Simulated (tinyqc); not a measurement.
Hueckel theory of the pi electrons with the omega technique, for the molecule C=C (SMILES; centres numbered as the heavy atoms are written), step by step. Computed by tinyqc, a small Python program that keeps every step. Settings: charge = 0, omega = 1.4, damping = 0. Command: `OMP_NUM_THREADS=1 python tinyqc.py 31472 31473 out.jsonl` (the two numbers bound the seeds that draw the settings). One thread of a shared host (Intel(R) Xeon(R) Processor @ 2.60GHz), about 0.01 s of CPU time with the checks.

## The Hueckel matrix

Centres:
```
centre  z_r, pi electrons of the neutral centre         h
1C                                            1  0.000000
2C                                            1  0.000000
```

Bonds:
```
i  j  k
1  2  1
```

H_rr = alpha + h_r beta, H_rs = k_rs beta for bonded centres.

Hueckel matrix in units of beta (H = alpha + beta A):
```
          1C        2C
1C  0.000000  1.000000
2C  1.000000  0.000000
```

## Orbitals, round 1

pi electrons, sum of z_r less the charge = 2

Diagonalise; E = alpha + x beta with beta < 0, so the largest x are filled first; degenerate levels share their electrons. P = sum n_i c_ri c_si; each orbital has its largest coefficient positive (the first on a tie).

x values: 1.000000  -1.000000

occupations: 2.000000  0.000000

coefficients:
```
         MO1        MO2
1C  0.707107   0.707107
2C  0.707107  -0.707107
```

charge and bond-order matrix P:
```
          1C        2C
1C  1.000000  1.000000
2C  1.000000  1.000000
```

## Omega technique, round 1

h_r = h_r(0) + omega q_r, omega = 1.4, with q_r = z_r - P_rr.

matrix after round 1:
```
          1C        2C
1C  0.000000  1.000000
2C  1.000000  0.000000
```

## Convergence

Each round sets h_r = h_r(0) + omega (z_r - P_rr), keeping the share named as damping of the old diagonal; repeat until output and input diagonals agree to 1e-6.

Rounds:
```
round   sum n x  largest |h(out) - h(in)|
1      2.000000                  3.11e-16
```

Converged in 1 rounds.

## Energy, charges, bond orders

E = sum n x; q_r = z_r - P_rr; bond order p = P_rs; free valence = sqrt(3) - sum of p over the bonds of the atom.

pi energy = 2 alpha + this times beta = 2.000000

pi charges: 1C 0.000000, 2C 0.000000

Bond orders and lengths from R = 1.517 - 0.180 p (angstrom, C-C alone):
```
bond         p         R
1-2   1.000000  1.337000
```

free valence of the carbons: 1C 0.732051, 2C 0.732051

gap between the highest filled and the next level = 2.000000 |beta|
